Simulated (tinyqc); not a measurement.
Worked calculation: Pariser-Parr-Pople SCF with singles CI, for the molecule C=C(N)F (SMILES; centres numbered as the heavy atoms are written). Computed by tinyqc, a small Python program that keeps every step. Settings: charge = 0, gamma = MN, start = huckel, damping = 0, iteration cap = 66, excitations kept = 9. Command: `OMP_NUM_THREADS=1 python tinyqc.py 26005 26006 out.jsonl` (the two numbers bound the seeds that draw the settings). One thread of a shared host (Intel(R) Xeon(R) Processor @ 2.60GHz), about 0.01 s of CPU time with the checks. Later iterations appear only in the table of the cycle.

## PPP integrals

Centres (angstrom, eV; a flat drawing with bonds scaled to 1.40 angstrom):
```
centre          x          y  core charge z          W   gamma_rr
1C      -1.212000  -0.700000              1  11.160000  11.130000
2C       0.000000   0.000000              1  11.160000  11.130000
3N       1.212000  -0.700000              2  25.600000  16.800000
4F       0.000000   1.400000              2  39.000000  21.400000
```

Resonance integrals (eV):
```
i  j       beta
1  2  -2.390000
2  3  -2.240000
2  4  -2.100000
```

Mataga-Nishimoto: gamma = 14.399645/(R + a), a = 2 x 14.399645/(gamma_rr + gamma_ss); H_rr = -W_r - sum_(s != r) z_s gamma_rs; H_rs = beta for bonds.

repulsion gamma_rs (eV), lower triangle:
```
           1C         2C         3N         4F
1C  11.130000
2C   5.346287  11.130000
3N   4.167620   5.923960  16.800000
4F   4.350388   6.300946   4.530240  21.400000
```

core matrix H (eV), lower triangle:
```
            1C          2C          3N          4F
1C  -33.542304
2C   -2.390000  -40.956098
3N    0.000000   -2.240000  -44.752059
4F    0.000000   -2.100000    0.000000  -58.711813
```

## Starting guess

pi electrons, sum of z_r less the charge = 6

Orbitals of the Hueckel matrix of the beta values.

P at the start, lower triangle:
```
           1C        2C         3N        4F
1C   1.622707
2C   0.614242  1.000000
3N  -0.353613  0.575691   1.668580
4F  -0.331513  0.539710  -0.310706  1.708713
```

## Iteration 1: Fock matrix

F_rr = H_rr + P_rr gamma_rr / 2 + sum_(s != r) P_ss gamma_rs; F_rs = H_rs - P_rs gamma_rs / 2; E = tr P (H + F) / 2 + core repulsion sum_(r<s) z_r z_s gamma_rs.

F (eV), lower triangle:
```
           1C         2C          3N          4F
1C  -4.778079
2C  -4.031956  -6.064532
3N   0.736863  -3.945185  -10.308322
4F   0.721104  -3.800343    0.703787  -19.509167
```

pi energy = -113.821697 eV

## Iteration 1: orbitals and new P

Diagonalise F (the basis is taken as orthonormal) and form P = 2 sum c c over the lowest orbitals.

orbital energies (eV): -20.528274  -12.712309  -7.683691  0.264174

P after iteration 1, lower triangle:
```
           1C        2C         3N        4F
1C   1.218122
2C   0.868598  1.035064
3N  -0.392557  0.436096   1.802909
4F  -0.209426  0.232654  -0.105147  1.943905
```

## Iteration 2: Fock matrix

As before.

F (eV), lower triangle:
```
           1C         2C         3N          4F
1C  -5.259124
2C  -4.711887  -5.754737
3N   0.818014  -3.531709  -9.592920
4F   0.455543  -2.832972   0.238170  -17.923234
```

pi energy = -116.603815 eV

## Iteration 2: orbitals and new P

As before.

orbital energies (eV): -18.615957  -11.991761  -8.409304  0.487007

P after iteration 2, lower triangle:
```
           1C        2C         3N        4F
1C   1.205310
2C   0.887688  1.008431
3N  -0.379319  0.423708   1.818945
4F  -0.161169  0.180029  -0.076928  1.967314
```

## Iteration 3: Fock matrix

As before.

F (eV), lower triangle:
```
           1C         2C         3N          4F
1C  -5.304140
2C  -4.762917  -5.728951
3N   0.790429  -3.495016  -9.563340
4F   0.350573  -2.667177   0.174252  -17.823661
```

pi energy = -116.687762 eV

## Iteration 3: orbitals and new P

As before.

orbital energies (eV): -18.462678  -11.974622  -8.438608  0.455817

P after iteration 3, lower triangle:
```
           1C        2C         3N        4F
1C   1.201867
2C   0.891739  1.003678
3N  -0.376626  0.420797   1.822276
4F  -0.149012  0.166488  -0.070316  1.972179
```

## Convergence

Stop when output and input P, before any damping, agree to 1e-7.

Course of the cycle:
```
iteration         E (eV)  largest |P(out) - P(in)|
1          -113.82169735                  4.05e-01
2          -116.60381468                  5.26e-02
3          -116.68776210                  1.35e-02
4          -116.69277942                  3.55e-03
5          -116.69310609                  9.32e-04
6          -116.69312796                  2.46e-04
7          -116.69312945                  6.49e-05
8          -116.69312955                  1.72e-05
9          -116.69312956                  4.55e-06
10         -116.69312956                  1.21e-06
11         -116.69312956                  3.21e-07
12         -116.69312956                  8.56e-08
```

Converged in 12 iterations.

## Converged orbitals

Charges are z - P_rr.

orbital energies (eV): -18.413803  -11.969611  -8.446939  0.445145

coefficients:
```
         MO1        MO2        MO3        MO4
1C  0.060434   0.331660   0.697592  -0.632229
2C  0.241275   0.566203   0.349947   0.706213
3N  0.072724   0.722835  -0.619495  -0.297399
4F  0.965839  -0.216621  -0.084423  -0.114465
```

pi charges: 1C -0.200572, 2C -0.002525, 3N 0.176892, 4F 0.026205

## Singles CI, singlets

Over the 3 single excitations with the smallest orbital gaps: A = (e_a - e_i) delta + 2 (ia|jb) - (ij|ab), with (pq|rs) = sum c_mp c_mq gamma_mn c_nr c_ns. f = 2/3 w |mu|^2 in atomic units, mu = sqrt2 sum c_ia sum_m c_mi c_ma R_m.

singlet CI matrix (eV), lower triangle:
```
          3>4       2>4        1>4
3>4  6.046527
2>4  0.516456  8.544970
1>4  0.181931  0.213815  13.773892
```

singlet excitation energies (eV): 5.941583  8.635836  13.787969

oscillator strengths: 0.592884  0.233490  0.024803

## Singles CI, triplets

Over the 3 single excitations with the smallest orbital gaps: A = (e_a - e_i) delta - (ij|ab), with (pq|rs) = sum c_mp c_mq gamma_mn c_nr c_ns.

triplet CI matrix (eV), lower triangle:
```
           3>4        2>4        1>4
3>4   1.800843
2>4  -0.728954   5.443702
1>4  -0.286898  -0.444568  13.126997
```

triplet excitation energies (eV): 1.648693  5.564918  13.157930
